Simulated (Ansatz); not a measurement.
Two shapes of singlet H₂O.

Shape 1:

```xyz
3

O     0.0000    0.0000    0.0000
H     0.0000    0.6514    0.5044
H     0.0000   -0.6514    0.5044
```

Shape 2:

```xyz
3

O     0.0000    0.0000    0.0000
H     0.0000    0.8332    0.6452
H     0.0000   -0.8332    0.6452
```

Basis set: cc-pVTZ (spherical functions). Correlated methods keep 1 orbital frozen. Charge 0, multiplicity 1.

Computed with Ansatz (development build ahead of 0.2.0); the reference of a correlated method needn't be the lowest determinant of its kind.

(1) Which shape is lower in energy, and by how much in each method?

Results:

(1)

```tsv
method	E(2) − E(1) (eV)
RHF-CCSD(T)	-0.954
UHF-CCSD(T)	-0.954
RHF-BCCD(T)	-0.955
UHF-BCCD(T)	-0.955
```

Shape 2 is lower. Caution: the reference determinant was not shown to be the lowest.
